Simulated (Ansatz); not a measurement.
Cartesian coordinates in Å:
```
C -0.7108 1.1058 0.2584
C -0.1581 -0.2593 0.6560
C 0.6466 -0.8729 -0.3926
C 1.3017 -1.3533 -1.2689
F 2.0034 -1.8747 -2.1995
H 0.0989 1.8006 0.0289
H -1.3452 1.0251 -0.6258
H -1.3057 1.5273 1.0713
H 0.4509 -0.1648 1.5608
H -0.9816 -0.9338 0.9115
```

The species carries charge 0 and has multiplicity 1.

Problem. List the r2SCAN/def2-TZVPP orbital energies in eV (Ansatz 0.2.0). (Estimate.)

Solution. The calculation gave: Occupied: -668.26, -275.07, -273.83, -273.14, -273.01, -34.04, -21.03, -19.24, -16.78, -15.72, -12.82, -12.81, -12.27, -11.73, -10.24, -9.39, -9.14, -6.54, -6.49. Lowest empty: 0.90, 1.04, 1.25, 1.77, 2.66, 3.04, 3.45, 3.99.
